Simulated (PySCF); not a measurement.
Species: 4-methyl-1,3-dioxolane, C4H8O2.
Z-matrix (Å and degrees, PBE0-D3(BJ)/def2-SVP geometry), rows numbered from 1:
```
C 
C   1  1.5069
C   2  1.5225  1  116.26
O   3  1.4042  2  102.86  1   154.18
C   4  1.4039  3  107.63  2   -26.61
O   5  1.3960  4  108.00  3     7.77
H   1  1.1003  2  110.37  3   -54.87
H   1  1.0992  2  110.50  3  -174.56
H   1  1.1004  2  110.63  3    65.68
H   2  1.1102  1  110.13  3  -124.83
H   3  1.1000  2  113.79  1   -87.85
H   3  1.1090  2  110.41  1    34.85
H   5  1.1069  4  111.56  3  -111.01
H   5  1.1086  4  108.18  3   128.95
```

Probes without a nucleus sit at each ring's centroid and 1 Å off its mean plane on both sides; NICS is minus the shielding there, NICSzz its component along the normal. Level: GIAO PBE0/pcSseg-1 (PySCF, non-relativistic, gas phase) on the PBE0-D3(BJ)/def2-SVP geometry, one conformer.

Ring bond lengths (Å), with Mayer bond orders in brackets: C2–C3 1.522 (1.01), C3–O4 1.404 (0.92), O4–C5 1.404 (0.94), C5–O6 1.396 (0.96), O6–C2 1.415 (0.88).

Question: Give the NICS values of each ring in ppm.

Answer: 
```
          ring                                               type  NICS(0)  NICS(1), two faces  NICS(1)zz, two faces  rms pucker (Å)  centre to ring atoms, mean (Å)
C2–C3–O4–C5–O6  5-membered ring with 2 O; formal bonds all single     -9.8         -3.0 / -3.5           -7.7 / -7.5            0.15                            1.20
```

Question: What do they say, and how far can they be read as aromaticity?

Answer: 
- C2–C3–O4–C5–O6: mean NICS(1)zz -7.6 ppm, shielded. C2, C3, C5 have four or more neighbours, so the value isn't read as a sign of a π ring current. NICS(0) lies 7 ppm below the mean NICS(1).

Question: At the first NICS(1) probe listed for ring C2–C3–O4–C5–O6, 1 Å off the ring, what do the in-plane components average?

Answer: The isotropic value is a third of the trace: (3 × -3.0 − (-7.7))/2 = -0.6 ppm.

Question: How do the values depend on the level or the medium?

Answer: 
```json
{"level": "PBE0/pcSseg-1, gas", "NICS(0), C2–C3–O4–C5–O6": "-9.8", "mean NICS(1)zz, C2–C3–O4–C5–O6": "-7.6"}
{"level": "WP04/pcSseg-2, gas", "NICS(0), C2–C3–O4–C5–O6": "-9.5", "mean NICS(1)zz, C2–C3–O4–C5–O6": "-6.4"}
```

The geometry is the same throughout.
